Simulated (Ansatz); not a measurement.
Relaxation of BH$_{4}$ (5 atoms, charge 0, multiplicity 2), to a largest force component of 0.03 eV/Å in at most 50 steps.

Theory: UKS BLYP/def2-SVP in Ansatz.

```xyz
5
Properties=species:S:1:pos:R:3
B 0.000 0.000 -0.362
H 0.000 0.000 2.034
H 1.089 0.000 -0.891
H -1.089 0.000 -0.891
H 0.000 0.000 2.759
```

Question: Where does it end, and by what steps?

Answer: The forces met the threshold. The force dipped under the threshold on the way, but the program's further checks kept it going. After 5 steps the energy has fallen by 0.093 eV; H5 moved furthest, 0.59 Å.

```
step  energy less start (eV)  largest force component (eV/Å)  accepted
   0                  0.0000                           1.960       yes
   1                 -0.0758                           0.076       yes
   2                 -0.0881                           0.089       yes
   3                 -0.0916                           0.032       yes
   4                 -0.0926                           0.009       yes
   5                 -0.0928                           0.005       yes
```

```xyz
5
Properties=species:S:1:pos:R:3
B 0.000 0.000 -0.747
H 0.000 0.000 2.578
H 1.093 0.000 -1.264
H -1.093 0.000 -1.264
H 0.000 0.000 3.346
```

Whether the end is a true minimum wasn't checked by a vibrational analysis.

Run time: 4.2 s on 1 thread of Arm Neoverse V2, on a shared host, peak memory 0.089 GiB.
